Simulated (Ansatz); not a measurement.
Program: Ansatz. Geometries: PBE0-D4/def2-TZVP. ΔE: electronic, gas phase. CBS: MP2 limit from def2 TZ/QZ plus the TZ coupled-cluster correction, frozen cores. This one scheme is used for every species. One conformer a species, not always the lowest.

Consider the formal exchange of groups at a C–C bond: `FCOCCCl` + `CC` → `CCCOCF` + `CCl`.

```csv
level,ΔE (kJ/mol)
CCSD/def2-TZVPP,4.8
MP2/CBS(def2),5.3
```

Question: What does CCSD(T)/CBS give? (An estimate is asked.)

Answer: Ansatz gave: +4.2 kJ/mol. The listed levels differ from it by 0.6, 1.1 kJ/mol.

Largest T1 diagnostic among the species: 0.011.
